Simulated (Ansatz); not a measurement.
# AlNH₂+ (quartet): wave-function methods side by side, cc-pVTZ

Aim: climb from Hartree-Fock through coupled cluster for AlNH₂+ (quartet) at one geometry and basis, and see what each rung misses.

The runs use Ansatz 0.2.0, Gaussian basis; cc-pVTZ, correlated electrons: outside noble gas.

Plan: UHF; CCSD(T) on ROHF; CCSD(T) on UHF; BCCD(T) on ROHF; CCSDT(Q) on ROHF; CCSDT(Q) on UHF.

## 1. The system

The geometry is a PBE0/def2-TZVP stationary point (not a proven minimum) of the parent state, kept for this charge and spin.

4 atoms, charge 1, spin multiplicity 4.

Atoms are counted from 1 here; the program's logs count them from 0.

Bond lengths: Al1–N2 1.771 Å, N2–H3 1.007 Å, N2–H4 1.007 Å. Angles: Al1–N2–H3 124.1°, Al1–N2–H4 124.1°, H3–N2–H4 111.7°.

In the tables R marks a restricted open-shell determinant and U an unrestricted one; correlation energies count from the lowest restricted Hartree-Fock solution.

## 2. UHF

Input file in.yaml:

```yaml
crystal:
  periodic: [false, false, false]
  atoms:
    - {symbol: Al, position_ang: [0.000000, 0.000000, 0.686473]}
    - {symbol: N, position_ang: [0.000000, 0.000000, -1.084932]}
    - {symbol: H, position_ang: [0.000000, 0.833405, -1.649784]}
    - {symbol: H, position_ang: [0.000000, -0.833405, -1.649784]}
basis:
  gaussian: {orbitals: cc-pVTZ}
total_charge: 1
magnetization: {spin_polarized: true, initial_magnetization: 3}
hamiltonian: {xc: hf}
output: {orbitals: {seedname: orbitals}}
```

The run is started by

```bash
ansatz run in.yaml --threads 1 --pin off --events-out ev --progress --plain --max-ram 2816MiB --backend cpu
```

The runs that follow: CCSD(T) on ROHF; CCSD(T) on UHF; BCCD(T) on ROHF; CCSDT(Q) on ROHF; CCSDT(Q) on UHF.

Q: Predict the results of all the runs planned. Wanted: correlation energy, UCCSDT(Q); RMP2 from UCCSDT(Q); UMP2 from UCCSDT(Q); RCCSD from UCCSDT(Q); RCCSD(T) from UCCSDT(Q); UCCSD(T) from UCCSDT(Q); RCCSDT(Q) from UCCSDT(Q); T1 diagnostic.

The runs gave:

| quantity | value |
| --- | --- |
| correlation energy, UCCSDT(Q) | -6.0833 eV |
| RMP2 from UCCSDT(Q) | +727.6 meV |
| UMP2 from UCCSDT(Q) | +740.2 meV |
| RCCSD from UCCSDT(Q) | +187.5 meV |
| RCCSD(T) from UCCSDT(Q) | +22.3 meV |
| UCCSD(T) from UCCSDT(Q) | +19.5 meV |
| RCCSDT(Q) from UCCSDT(Q) | +3.4 meV |
| levels of the table within 1 kcal/mol (43 meV) | RCCSD(T), UCCSD(T), BCCD(T), RCCSDT, UCCSDT, RCCSDT(Q) |
| T1 diagnostic | 0.015 |

What this shows: RCCSD(T) misses by +22.3 meV, 0.4 % of the correlation energy. These misses are within one basis, not against nature; the frozen cores of restricted and unrestricted runs differ, which can shift their rows.
